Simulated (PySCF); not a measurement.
# H2S5 (H2S5): fields and orbitals

Aim: take H2S5 (H2S5) and compute its lowest excited states and analyse its density (charges, bond critical points, surface potential).

Computed with PySCF 2.14.0. Level: levels as typed in each script, gas phase, geometry from GFN2-xTB.

### 1 Where the work starts

7 atoms, charge 0, spin multiplicity 1.

Bond lengths: S1–S2 2.051 Å, S1–H6 1.336 Å, S2–S3 2.059 Å, S3–S4 2.057 Å, S4–S5 2.046 Å, S5–H7 1.340 Å. Angles: S2–S1–H6 98.5°, S1–S2–S3 107.2°, S2–S3–S4 107.0°, S3–S4–S5 107.3°, S4–S5–H7 97.8°.

As a file:

```xyz
7

S     2.0770   -1.2419    0.0475
S     1.6403    0.6990   -0.4509
S    -0.0061    1.2542    0.6537
S    -1.6688    0.6894   -0.4174
S    -2.1349   -1.2214    0.1476
H     2.8837   -1.0021    1.0852
H    -1.4054   -1.8667   -0.7729
```

### 2 Excited states (CAM-B3LYP/def2-svpd)

File input.py:

```python
import numpy as np
from pyscf import gto, scf, dft, tdscf
from pyscf.scf import atom_ks, atom_hf
from scipy.linalg import block_diag

def solve(mol, dm0=None, hcore=None):
    mf = (dft.UKS if mol.spin else dft.RKS)(mol, xc='camb3lyp')
    mf.grids.level = 3
    mf = mf.density_fit(auxbasis='def2-universal-jkfit')
    mf.conv_tol, mf.max_cycle = 1e-8, 80
    if hcore is not None:
        mf.get_hcore = lambda *args: hcore
    mf.kernel(dm0)
    if not mf.converged:
        mf = mf.newton().run(mf.mo_coeff, mf.mo_occ, max_cycle=30)
    assert mf.converged, 'SCF not converged'
    return mf

mol = gto.M(atom='''
S      2.07705    -1.24188     0.04747
S      1.64028     0.69901    -0.45089
S     -0.00611     1.25423     0.65374
S     -1.66877     0.68936    -0.41742
S     -2.13485    -1.22143     0.14758
H      2.88371    -1.00214     1.08516
H     -1.40535    -1.86669    -0.77292
''', basis='def2-svpd', charge=0, spin=0, verbose=4)
mf = solve(mol)
td = mf.TDA()
td.nstates, td.singlet, td.conv_tol = 4, True, 1e-5
td.kernel()
td.analyze()
x, y = np.array([p[0] for p in td.xy]), np.array([p[1] + 0 * p[0] for p in td.xy])
f, mu = td.oscillator_strength(), td.transition_dipole()
nto = [td.get_nto(state=i + 1, verbose=4) for i in range(len(td.e))]
# spherically averaged free atoms, for the promolecule
atm = atom_ks.get_atm_nrks(mol, xc='camb3lyp')
pro = block_diag(*[(atm[a[0]][2] * atm[a[0]][3]) @ atm[a[0]][2].T for a in mol._atom])
np.savez('result.npz', e=td.e, f=f, ok=td.converged, w=[n[0] for n in nto], nto=[n[1] for n in nto], x=x, y=y, c=mf.mo_coeff, occ=mf.mo_occ, eps=mf.mo_energy, pro=pro, mu=mu)
```

Launch:

```
$ OMP_NUM_THREADS=1 python input.py
```

### 4 Density, bond paths and surface potential (wB97X/def2-svp)

File input.py:

```python
import numpy as np
from pyscf import gto, scf, dft
from pyscf.scf import atom_ks, atom_hf
from scipy.linalg import block_diag

def solve(mol, dm0=None, hcore=None):
    mf = (dft.UKS if mol.spin else dft.RKS)(mol, xc='wb97x')
    mf.grids.level = 3
    mf = mf.density_fit(auxbasis='def2-universal-jkfit')
    mf.conv_tol, mf.max_cycle = 1e-8, 80
    if hcore is not None:
        mf.get_hcore = lambda *args: hcore
    mf.kernel(dm0)
    if not mf.converged:
        mf = mf.newton().run(mf.mo_coeff, mf.mo_occ, max_cycle=30)
    assert mf.converged, 'SCF not converged'
    return mf

mol = gto.M(atom='''
S      2.07705    -1.24188     0.04747
S      1.64028     0.69901    -0.45089
S     -0.00611     1.25423     0.65374
S     -1.66877     0.68936    -0.41742
S     -2.13485    -1.22143     0.14758
H      2.88371    -1.00214     1.08516
H     -1.40535    -1.86669    -0.77292
''', basis='def2-svp', charge=0, spin=0, verbose=4)
mf = solve(mol)
mf.analyze()
# spherically averaged free atoms, for the promolecule
atm = atom_ks.get_atm_nrks(mol, xc='wb97x')
pro = block_diag(*[(atm[a[0]][2] * atm[a[0]][3]) @ atm[a[0]][2].T for a in mol._atom])
np.savez('result.npz', e=mf.e_tot, c=mf.mo_coeff, occ=mf.mo_occ, eps=mf.mo_energy, pro=pro, dip=mf.dip_moment(verbose=0), s2=mf.spin_square()[0])
```

(Steps that only read results are left out.)

Before running it: what results should come out? Wanted: lowest singlet excitation; dipole moment; HOMO, LUMO.

As calculated:

| quantity | value |
| --- | --- |
| lowest singlet excitation (CAM-B3LYP/def2-svpd) | 4.72 eV |
| dipole moment (wB97X/def2-svp) | 1.64 D |
| HOMO, LUMO (wB97X/def2-svp) | -9.55, 0.78 eV |

What this shows: At wB97X/def2-svp: The highest Hirshfeld charge is on H6 (+0.05 e), the lowest on S1 (−0.04 e). The geometry was not optimised at these levels.
